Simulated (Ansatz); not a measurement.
```yaml
crystal:
  periodic: [false, false, false]
  atoms:
    - {symbol: Hf, position_ang: [0.000000, 0.000000, 0.000000]}
    - {symbol: O, position_ang: [0.000000, 0.000000, 2.110000]}
basis:
  gaussian: {orbitals: def2-TZVP}
total_charge: 1
magnetization: {spin_polarized: true, initial_magnetization: 3}
hamiltonian: {xc: pbe0}
relax: {f_tol: 0.004, max_steps: 80}
```

```sh
$ ansatz run in.yaml --threads 1 --pin off --events-out ev --progress --plain --max-ram 2176MiB
```

Steps of the relaxation (energy above the last step; positions in Å, forces in eV/Å):

```
2
step 1, 396.8 meV
Hf    0.000    0.000    0.000    0.000    0.000    3.464
O     0.000    0.000    2.110    0.000    0.000   -3.464
```

```
2
step 2, 76.2 meV
Hf    0.000    0.000    0.133    0.000    0.000   -2.303
O     0.000    0.000    1.977    0.000    0.000    2.303
```

```
2
step 3, 0.0 meV
Hf    0.000    0.000    0.097    0.000    0.000    0.042
O     0.000    0.000    2.013    0.000    0.000   -0.042
```

```
2
step 4, 0.0 meV
Hf    0.000    0.000    0.098    0.000    0.000    0.001
O     0.000    0.000    2.012    0.000    0.000   -0.001
```

Close pairs at the end: Hf1–O2 1.914 Å.

A stationary point of unrestricted PBE0 after 4 steps, with ⟨S²⟩ = 3.753 against 3.75 for a pure state. 69 s on 1 thread of Arm Neoverse V2, shared host.
